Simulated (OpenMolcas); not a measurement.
# A workflow on BHF2 (SMILES FBF)

We compute a single-point energy (HF/ANO-RCC-MB), then the energy (CASSCF(2,2)/ANO-RCC-VDZP), then the energy along one coordinate (CASPT2(2,2)/ANO-RCC-VDZP), then the energy along one coordinate (SC-NEVPT2(2,2)/ANO-RCC-VDZP), then an energy scan (MC-PDFT[tPBE](2,2)/ANO-RCC-VDZP) of BHF2. 

Program for the calculation: OpenMolcas 26.06.

## Step 1: The system as given

BHF2: 4 atoms, total charge 0, spin state singlet. SMILES: `FBF`. The coordinates come from a PBE0-D4/def2-TZVP relaxation.

Bond lengths: F1–B2 1.313 Å, B2–F3 1.313 Å, B2–H4 1.191 Å. Angles: F1–B2–F3 118.1°, F1–B2–H4 121.0°, F3–B2–H4 121.0°.

## Step 2: The energy at HF/ANO-RCC-MB (DKH2) (run 1)

Contents of input.xyz:

```xyz
4

F      1.154300     0.456900    -0.361900
B     -0.001900    -0.031000     0.025200
F     -1.095400     0.528700    -0.438900
H     -0.057000    -0.954600     0.775600
```

Contents of step1.input:

```
>>> EXPORT MOLCAS_PRINT=2
&gateway
coord=input.xyz
basis=ANO-RCC-MB
group=NoSym
&seward
&scf
prorbitals=0
&localisation
occupied
freeze
pipek-mezey
&localisation
fileorb=$Project.LocOrb
virtual
pipek-mezey
```

Started as:

```sh
$ export MOLCAS_MEM=1860
$ pymolcas step1.input > step1.log
```

Output:

```text
--- Start Module: gateway ---
[...]
--- Stop Module: gateway /rc=_RC_ALL_IS_WELL_ ---
[...]
      Basis functions           16
[...]
       Convergence after   9 Iterations
[...]
::    Total SCF energy                               -224.3032252124
[...]
      Total spin, S                                     0.0000000000
[...]
      Total electronic charge=   24.000000
      Total            charge=   -0.000000
[...]
      Dipole Moment (debye):
      Origin of the operator (angstrom)=    0.0208    0.3483   -0.2830
                   X= -5.6939E-02               Y= -9.4625E-01               Z=  7.6890E-01           Total=  1.2206E+00
      Quadrupole Moment (debye*angstrom):
[...]
--- Start Module: localisation ---
[...]
--- Stop Module: localisation /rc=_RC_ALL_IS_WELL_ ---
--- Start Module: localisation ---
[...]
--- Stop Module: localisation /rc=_RC_ALL_IS_WELL_ ---
[...]
```

Wall time 2.2 s (1 thread of Arm Neoverse V1, shared host); peak memory 0.37 GiB.

## Step 3: The energy at CASSCF(2,2)/ANO-RCC-VDZP (DKH2) (run 2)

input.xyz is that of step 2.

Contents of step2.inp:

```
&gateway
coord=input.xyz
basis=ANO-RCC-MB
group=NoSym
&seward
&rasscf
fileorb=$CurrDir/step1.LocOrb
alter=1
1 13 16
spin=1
nactel=2 0 0
inactive=11
ras2=2
orblisting=Nothing
>>> COPY $Project.RunFile RUNFIL1
>>> COPY $Project.RasOrb INPORB
&gateway
coord=input.xyz
basis=ANO-RCC-VDZP
group=NoSym
&seward
>>> COPY $Project.RunFile RUNFIL2
&expbas
&rasscf
fileorb=$Project.ExpOrb
spin=1
nactel=2 0 0
inactive=11
ras2=2
orblisting=Nothing
```

Started as:

```sh
$ export MOLCAS_MEM=1860
$ pymolcas step2.inp > step2.log
```

Output:

```text
--- Start Module: gateway ---
[...]
      Basis functions           16
[...]
      Number of active orbitals                  2
[...]
      Spin quantum number                      0.0
[...]
      Active orbitals                            2
[...]
      Number of CSFs                             3
[...]
      Number of root(s) required                 1
[...]
      Convergence after  7 iterations
[...]
      printout of CI-coefficients larger than  0.05 for root  1
      energy=    -224.315139
      conf/sym  11     Coeff  Weight
             1  20   0.99607 0.99215
             3  02  -0.08862 0.00785
      Natural orbitals and occupation numbers for root  1
      sym 1:   1.984292   0.015708
      ************************************************************************************************************************
      *                                                    Final results                                                     *
[...]
::    RASSCF root number  1 Total energy:   -224.31513855
[...]
      Basis functions           47
[...]
      Convergence after 14 iterations
[...]
      Natural orbitals and occupation numbers for root  1
      sym 1:   1.983824   0.016176
      ************************************************************************************************************************
      *                                                    Final results                                                     *
[...]
::    RASSCF root number  1 Total energy:   -224.54321675
[...]
      Total electronic charge=   24.000000
      Total            charge=   -0.000000
[...]
      Dipole Moment (debye):
      Origin of the operator (angstrom)=    0.0208    0.3483   -0.2830
                   X= -5.9515E-02               Y= -9.8561E-01               Z=  8.0087E-01           Total=  1.2714E+00
      Quadrupole Moment (debye*angstrom):
[...]
```

It took 5.7 s on 1 thread of Arm Neoverse V1, shared host; peak memory 0.38 GiB.

## Step 4: An energy scan at CASPT2(2,2)/ANO-RCC-VDZP (DKH2, ipea shift 0.25 Eh, pt2 variant SS) (run 3)

Contents of step3.inp:

```
* BF2H CASPT2
>>> COPY $CurrDir/step2.RasOrb $Project.RasOrb
>>> ForEach K in (1, 2, 3, 4, 5, 6, 7, 8, 9)

&GATEWAY
 Coord=$CurrDir/point$K.xyz
 Basis=ANO-RCC-VDZP
 Group=NoSym

&SEWARD

&RASSCF
 FileOrb=$Project.RasOrb
 Spin=1
 Nactel=2 0 0
 Inactive=11
 Ras2=2
 OrbListing=Nothing

&CASPT2
 Imaginary=0.2
 Frozen=3
>>> EndDo
```

Started as:

```sh
$ export MOLCAS_MEM=1860
$ pymolcas step3.inp > step3.log
```

Output:

```text
[...]
      Basis functions           47
[...]
      Number of active orbitals                  2
[...]
      Spin quantum number                      0.0
[...]
      Active orbitals                            2
[...]
      Number of CSFs                             3
[...]
      Number of root(s) required                 1
[...]
      Convergence after  8 iterations
[...]
      printout of CI-coefficients larger than  0.05 for root  1
      energy=    -224.533313
      conf/sym  11     Coeff  Weight
             1  20   0.99720 0.99440
             3  02  -0.07483 0.00560
      Natural orbitals and occupation numbers for root  1
      sym 1:   1.988800   0.011200
      ************************************************************************************************************************
      *                                                    Final results                                                     *
[...]
::    RASSCF root number  1 Total energy:   -224.53331309
[...]
::    CASPT2 Root  1     Total energy:   -224.98634965
[...]
      Convergence after  9 iterations
[...]
      Natural orbitals and occupation numbers for root  1
      sym 1:   1.983838   0.016162
      ************************************************************************************************************************
      *                                                    Final results                                                     *
[...]
      Convergence after  9 iterations
[...]
      Convergence after  9 iterations
[...]
      Convergence after  8 iterations
[...]
::    RASSCF root number  1 Total energy:   -224.38926097
[...]
::    CASPT2 Root  1     Total energy:   -224.83250441
[...]
      Convergence after  8 iterations
[...]
::    RASSCF root number  1 Total energy:   -224.37963733
[...]
      Reference weight:           0.90196
[...]
::    CASPT2 Root  1     Total energy:   -224.82122588
[...]
```

Run time: 33 s. Hardware: 1 thread of Arm Neoverse V1, shared host; peak memory 0.38 GiB.

The scan, from its lowest point:

| H4–B2 (Å) | energy (kJ/mol) |
| --- | --- |
| 1.072 | 23.8 |
| 1.191 | 0.0 |
| 1.310 | 12.8 |
| 1.489 | 66.2 |
| 1.727 | 157.7 |
| 2.025 | 265.3 |
| 2.383 | 360.3 |
| 2.859 | 427.7 |
| 3.574 | 457.3 |

## Step 5: The energy along one coordinate at SC-NEVPT2(2,2)/ANO-RCC-VDZP (DKH2, pt2 variant SC-NEVPT2) (run 4)

Contents of step4.input:

```
>>> COPY $CurrDir/step2.RasOrb $Project.RasOrb
>>> ForEach K in (1, 2, 3, 4, 5, 6, 7, 8, 9)

&GATEWAY
  COORD=$CurrDir/point$K.xyz
  BASIS=ANO-RCC-VDZP
  GROUP=NoSym

&SEWARD

&RASSCF
  FILEORB=$Project.RasOrb
  SPIN=1
  NACTEL=2 0 0
  INACTIVE=11
  RAS2=2
  ORBLISTING=Nothing

&CASPT2
  SC-NEVPT2
  FROZEN=3
>>> EndDo
```

Started as:

```sh
$ export MOLCAS_MEM=1860
$ pymolcas step4.input > step4.log
```

Output:

```text
--- Start Module: gateway ---
[...]
      Basis functions           47
[...]
      Number of active orbitals                  2
[...]
      Spin quantum number                      0.0
[...]
      Active orbitals                            2
[...]
      Number of CSFs                             3
[...]
      Number of root(s) required                 1
[...]
      Convergence after  8 iterations
[...]
      printout of CI-coefficients larger than  0.05 for root  1
      energy=    -224.533313
      conf/sym  11     Coeff  Weight
             1  20   0.99720 0.99440
             3  02  -0.07483 0.00560
      Natural orbitals and occupation numbers for root  1
      sym 1:   1.988800   0.011200
      ************************************************************************************************************************
      *                                                    Final results                                                     *
[...]
::    RASSCF root number  1 Total energy:   -224.53331309
[...]
::    SC-NEVPT2 Root  1     Total energy:   -224.98141167
[...]
      Convergence after  9 iterations
[...]
      Natural orbitals and occupation numbers for root  1
      sym 1:   1.983838   0.016162
      ************************************************************************************************************************
      *                                                    Final results                                                     *
[...]
      Convergence after  9 iterations
[...]
      Convergence after  9 iterations
[...]
      Convergence after  8 iterations
[...]
::    RASSCF root number  1 Total energy:   -224.38926097
[...]
::    SC-NEVPT2 Root  1     Total energy:   -224.83021381
[...]
      Convergence after  8 iterations
[...]
::    RASSCF root number  1 Total energy:   -224.37963733
[...]
::    SC-NEVPT2 Root  1     Total energy:   -224.81938105
[...]
```

Run time: 32 s. Hardware: 1 thread of Arm Neoverse V1, shared host; peak memory 0.38 GiB.

The scan, from its lowest point:

| H4–B2 (Å) | energy (kJ/mol) |
| --- | --- |
| 1.072 | 24.7 |
| 1.191 | 0.0 |
| 1.310 | 12.0 |
| 1.489 | 64.3 |
| 1.727 | 154.6 |
| 2.025 | 261.3 |
| 2.383 | 355.5 |
| 2.859 | 421.7 |
| 3.574 | 450.1 |

## Step 6: The energy along one coordinate at MC-PDFT[tPBE](2,2)/ANO-RCC-VDZP (DKH2) (run 5)

Contents of step5.input:

```
>>> EXPORT MOLCAS_PRINT=2
>>> COPY $CurrDir/step2.RasOrb $Project.RasOrb
>>> ForEach K in (1, 2, 3, 4, 5, 6, 7, 8, 9)

&gateway
 coord=$CurrDir/point$K.xyz
 basis=ANO-RCC-VDZP
 group=NoSym

&seward

&rasscf
 fileorb=$Project.RasOrb
 spin=1
 nactel=2 0 0
 inactive=11
 ras2=2
 orblisting=Nothing

&mcpdft
 ksdft=T:PBE
>>> EndDo
```

Started as:

```sh
$ export MOLCAS_MEM=1860
$ pymolcas step5.input > step5.log
```

Output:

```text
--- Start Module: gateway ---
[...]
      Basis functions           47
[...]
      Number of active orbitals                  2
[...]
      Spin quantum number                      0.0
[...]
      Active orbitals                            2
[...]
      Number of CSFs                             3
[...]
      Number of root(s) required                 1
[...]
      Convergence after  8 iterations
[...]
      printout of CI-coefficients larger than  0.05 for root  1
      energy=    -224.533313
      conf/sym  11     Coeff  Weight
             1  20   0.99720 0.99440
             3  02  -0.07483 0.00560
      Natural orbitals and occupation numbers for root  1
      sym 1:   1.988800   0.011200
      ************************************************************************************************************************
      *                                                    Final results                                                     *
[...]
::    RASSCF root number  1 Total energy:   -224.53331309
[...]
::    MCPDFT root number  1 Total energy:   -225.26591005
[...]
      Convergence after  9 iterations
[...]
      Natural orbitals and occupation numbers for root  1
      sym 1:   1.983838   0.016162
      ************************************************************************************************************************
      *                                                    Final results                                                     *
[...]
      Convergence after  9 iterations
[...]
      Convergence after  9 iterations
[...]
      Convergence after  8 iterations
[...]
::    RASSCF root number  1 Total energy:   -224.38926097
[...]
::    MCPDFT root number  1 Total energy:   -225.10720486
[...]
      Convergence after  8 iterations
[...]
::    RASSCF root number  1 Total energy:   -224.37963733
[...]
::    MCPDFT root number  1 Total energy:   -225.09501415
[...]
```

Run time: 35 s. Hardware: 1 thread of Arm Neoverse V1, shared host; peak memory 0.38 GiB.

The scan, from its lowest point:

| H4–B2 (Å) | energy (kJ/mol) |
| --- | --- |
| 1.072 | 24.5 |
| 1.191 | 0.0 |
| 1.310 | 11.6 |
| 1.489 | 62.7 |
| 1.727 | 152.6 |
| 2.025 | 262.2 |
| 2.383 | 364.5 |
| 2.859 | 441.1 |
| 3.574 | 473.1 |

## Step 7: Results

| quantity | value |
| --- | --- |
| run 1, HF/ANO-RCC-MB: total energy | -224.30323 Eh |
| run 1, HF/ANO-RCC-MB: dipole moment | 1.22 D |
| run 1, HF/ANO-RCC-MB: HOMO energy | -16.18 eV |
| run 1, HF/ANO-RCC-MB: LUMO energy | 2.60 eV |
| run 1, HF/ANO-RCC-MB: HOMO–LUMO gap | 18.78 eV |
| run 2, CASSCF(2,2)/ANO-RCC-VDZP: total energy | -224.54322 Eh |
| run 2, CASSCF(2,2)/ANO-RCC-VDZP: dipole moment (CASSCF density) | 1.27 D |
| run 3, CASPT2(2,2)/ANO-RCC-VDZP: lowest energy of the scan | -224.99541 Eh |
| run 4, SC-NEVPT2(2,2)/ANO-RCC-VDZP: lowest energy of the scan | -224.99082 Eh |
| run 5, MC-PDFT[tPBE](2,2)/ANO-RCC-VDZP: lowest energy of the scan | -225.27522 Eh |

What this shows: Mulliken charges (run 2, CASSCF(2,2)/ANO-RCC-VDZP) run from -0.34 on F1 to +0.77 on B2; they depend strongly on the basis.
